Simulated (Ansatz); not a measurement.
# Elastic constant C33 of 1T (CdI2-type) SnS2 at several levels of theory

No measured value is used here.

```json
[
 {"level (code)": "LDA (Ansatz)", "value (GPa)": "29.9", "cell (Å³/atom)": "21.70"},
 {"level (code)": "PBE (Ansatz)", "value (GPa)": "1.87", "cell (Å³/atom)": "27.63"},
 {"level (code)": "PBE-D3(BJ) (Ansatz)", "value (GPa)": "29.4", "cell (Å³/atom)": "22.57"},
 {"level (code)": "PBE-D4 (Ansatz)", "value (GPa)": "29.7", "cell (Å³/atom)": "22.54"}
]
```

LDA: LDA has no dispersion term either, though it tends to give short spacings of layers, chains or molecules. PBE: the cell comes from a level without a dispersion term, which matters for the spacing of layers, chains or molecules. PBE-D3(BJ), PBE-D4: the dispersion coefficients are held fixed in the derivatives. Each level is taken at its own relaxed cell. Ansatz's density-functional and Hartree–Fock values are scalar-relativistic unless marked +SOC, with PAW data made under PBE.

Ansatz is a first-principles code.
